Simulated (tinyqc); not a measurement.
Inside a calculation. Method: UHF in the sto-6g basis, for LiH+, spin multiplicity 2. One step of it, computed by the program tinyqc.

Problem. Iteration 3: DIIS coefficients. Solve [B -1; -1 0][c; lambda] = [0; -1] for the coefficients, which sum to one.

B (overlaps of the stored error matrices):
$$\begin{pmatrix}
3.7246523e-02 & 1.9974656e-02 & 6.5156406e-03 \\
1.9974656e-02 & 1.0874755e-02 & 3.6017786e-03 \\
6.5156406e-03 & 3.6017786e-03 & 1.2135645e-03
\end{pmatrix}$$

Give: DIIS coefficients.

Solution.

DIIS coefficients: [0.3271, -1.2303, 1.9032]
